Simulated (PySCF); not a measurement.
# Changing the system itself: Na2

One physical setting of the base script is moved in each run, with the edits that it forces.

Computed with PySCF 2.14.0. Level: each script names its method and basis.

## (1) Where the work starts

Na2: 2 atoms, charge 0, spin multiplicity 1.

Bond lengths: Na1–Na2 3.308 Å.

## (2) The run that the others are compared with

input.py

```python
from pyscf import gto, scf, mcscf, mrpt

mol = gto.M(
    atom='Na 0 0 0; Na 0 0 3.308',
    basis='6-31+g*',
    charge=0,
    spin=0,
    verbose=4,
)
mf = scf.RHF(mol)
mf.kernel()
mc = mcscf.CASSCF(mf, 6, 6)
mc.kernel()
mc.analyze()
mrpt.NEVPT(mc).kernel()
mf.dip_moment()
print('orbital energies (hartree):', mf.mo_energy[..., max(0, mol.nelec[1]-3):mol.nelec[0]+3].round(4))
```

The run is started by

```console
$ OMP_NUM_THREADS=1 python input.py
```

The log of this run is left out.

In short: E(SCF) = -323.681562 Eh, 6 cycles, E(CAS) − E(SCF) = -0.02099 Eh, NEVPT2 = -0.00681 Eh, μ = 0.00 D (of the SCF density).

The bond length is a typed value, not an optimised one.

## (3) Bond 6.616 Å

Edit 1 changes bond length: 3.308 Å → 6.616 Å.

input.py

```python
from pyscf import gto, scf, mcscf, mrpt

mol = gto.M(
    atom='Na 0 0 0; Na 0 0 6.616',
    basis='6-31+g*',
    charge=0,
    spin=0,
    verbose=4,
)
mf = scf.RHF(mol)
mf.kernel()
mc = mcscf.CASSCF(mf, 6, 6)
mc.kernel()
mc.analyze()
mrpt.NEVPT(mc).kernel()
mf.dip_moment()
print('orbital energies (hartree):', mf.mo_energy[..., max(0, mol.nelec[1]-3):mol.nelec[0]+3].round(4))
```

The run is started by

```console
$ OMP_NUM_THREADS=1 python input.py
```

## (4) Bond 4.135 Å

Edit 2 changes bond length: 3.308 Å → 4.135 Å.

Edit input.py of step 2 so:

```diff
@@ -3,3 +3,3 @@
 mol = gto.M(
-    atom='Na 0 0 0; Na 0 0 3.308',
+    atom='Na 0 0 0; Na 0 0 4.135',
     basis='6-31+g*',
```

## (5) Bond 3.54 Å

Edit 3 changes bond length: 3.308 Å → 3.54 Å.

Edit input.py of step 2 so:

```diff
@@ -3,3 +3,3 @@
 mol = gto.M(
-    atom='Na 0 0 0; Na 0 0 3.308',
+    atom='Na 0 0 0; Na 0 0 3.54',
     basis='6-31+g*',
```

**Question.** What will these runs give? Wanted: for each run, E(SCF); from base; gap; after the SCF.

The runs gave:

| run | E(SCF) (hartree) | from base (eV) | cycles | gap (eV) | after the SCF |
| --- | --- | --- | --- | --- | --- |
| base | -323.681562 | 0 | 6 | 4.38 | NEVPT2 correlation -0.757 eV (from the SCF energy, the CASSCF gain included) |
| bond 6.616 Å | -323.633409 | +1.3103 | 7 | 2.46 | NEVPT2 correlation -1.477 eV (from the SCF energy, the CASSCF gain included) |
| bond 4.135 Å | -323.671462 | +0.2748 | 6 | 3.82 | NEVPT2 correlation -0.814 eV (from the SCF energy, the CASSCF gain included) |
| bond 3.54 Å | -323.679883 | +0.0457 | 6 | 4.22 | NEVPT2 correlation -0.760 eV (from the SCF energy, the CASSCF gain included) |

The largest comparable shift of the SCF energy, +1.310 eV, comes with the run “bond 6.616 Å”. With bond 6.616 Å the frontier gap moves by over 1.5 eV, which can mean another electronic state rather than the bond length alone.
